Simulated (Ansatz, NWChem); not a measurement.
**Heat of formation of S2F2 (Difluorodisulfane) from total energies**

S2F2: 4 atoms, total charge 0, spin state singlet. SMILES: `FSSF`. The coordinates come from a PBE0-D4/def2-TZVP relaxation.

| atom | x (Å) | y (Å) | z (Å) |
| --- | --- | --- | --- |
| F | -1.7837 | -0.1999 | -0.6216 |
| S | -0.4677 | 0.7641 | -0.6324 |
| S | 1.0450 | -0.2764 | -0.1847 |
| F | 1.2064 | -0.2878 | 1.4387 |

Total energies at B3LYP/6-31G* (spherical functions) (NWChem 7.3.0); the atoms run unrestricted:

```tsv
species	state	energy (Eh)
S2F2	singlet	-995.991279
F	doublet	-99.714578
S	triplet	-398.101916
```

Harmonic wavenumbers at PBE0-D4/def2-TZVP, in cm⁻¹: 188, 299, 328, 641, 705, 745.

Measured heats of formation of the gaseous atoms at 298.15 K, in kJ/mol: F 79.4, S 277.0. Spin-orbit lowering of the atoms at 298 K (mean of the ground term's levels less their thermal mean, from spectra), in kJ/mol: F 1.29, S 1.88. Take 1 Eh = 2625.50 kJ/mol, 1 cm⁻¹ = 0.0119627 kJ/mol, RT = 2.479 kJ/mol.

Problem. Work out the heat of formation of the gas at 298 K.

Solution. 
1. Electronic atomisation energy: 2 × (-99.714578) + 2 × (-398.101916) − (-995.991279) = 0.358291 Eh = 940.7 kJ/mol.
2. Zero-point energy: half the sum of the wavenumbers, 1453 cm⁻¹ = 17.4 kJ/mol.
3. Thermal vibrational enthalpy, Σ hcν̃/(exp(hcν̃/kT) − 1): 4.5 kJ/mol. Translation, rotation and pV of a non-linear molecule: 4 RT = 9.9 kJ/mol.
4. The 4 free atoms carry 5/2 RT each: 24.8 kJ/mol.
5. Spin-orbit coupling lowers the free atoms by 2 × 1.29 + 2 × 1.88 = 6.3 kJ/mol.
6. Atomisation enthalpy at 298 K: 940.7 − 6.3 − 17.4 − 4.5 − 9.9 + 24.8 = 927.4 kJ/mol.
7. Sum of the atoms' heats of formation: 712.8 kJ/mol. Heat of formation: 712.8 − 927.4 = -214.6 kJ/mol.

The tabulated value is -336.4 kJ/mol (NIST-JANAF tables; in doubt, as an older value, an estimate or one at odds with other calculations), so this level is off by +121.8 kJ/mol, or 11.6 % of the atomisation enthalpy that the table implies (1049.1 kJ/mol). Anharmonicity and any spin-orbit splitting of the molecule are left out.
